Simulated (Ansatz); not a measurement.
For wurtzite AgI, PBE (plane waves, PAW; Ansatz, a quantum-chemistry and plane-wave program) gives:

* **lattice constant a**: 4.684 Å
* **lattice parameter c**: 7.663 Å
* **cohesive energy**: 2.19 eV/atom
* **band gap at the measured cell (atoms relaxed with PBEsol)**: 1.37 eV
* **formation enthalpy**: -0.272 eV/atom

Task: What does HSE06 (Ansatz, PAW) give for the same quantities?

Result: 
- lattice constant a: 4.679 Å (falls by 0.1 %)
- lattice parameter c: 7.647 Å (drops by 0.2 %)
- cohesive energy: 2.19 eV/atom (stays essentially unchanged)
- band gap at the measured cell (atoms relaxed with PBEsol): 2.52 eV (goes up by 1.15 eV)
- formation enthalpy: -0.423 eV/atom (moves by -0.151 eV/atom)

For comparison: lattice constant a 4.591 Å (measured, temperature not stated, no zero-point or thermal correction; as tabulated in Wikipedia's data pages); lattice parameter c 7.508 Å (measured, temperature not stated, not corrected to a static lattice; as tabulated in Wikipedia's data pages); band gap 2.8 eV (measured, temperature not stated, no zero-point or thermal correction, literature value; as tabulated in Bashouti et al. (2016), doi:10.1038/srep21439); formation enthalpy -0.321 ± 0.002 eV/atom (measured, 298 K, copied from a table, unchecked, not corrected to a static lattice; as tabulated in Wang et al. (2021), doi:10.1038/s41598-021-94550-5).

Changes are worked out from the printed values.

Unless a cell is named, each level is at its own relaxed cell (PBE 36.41, HSE06 36.24 Å³/atom).

Levels without +SOC leave out spin–orbit coupling, which shifts energies and cells of such heavy elements.

Spin–orbit coupling is included only where a level's name says +SOC; with heavier elements it mostly lowers gaps and can invert bands. Density-functional gaps are differences of (generalised) Kohn–Sham levels.

Caveats: exact exchange on metals is sensitive to the k mesh and can open a false gap (HSE06). Ansatz's density-functional and Hartree–Fock values are scalar-relativistic unless marked +SOC, with PAW data made under PBE.
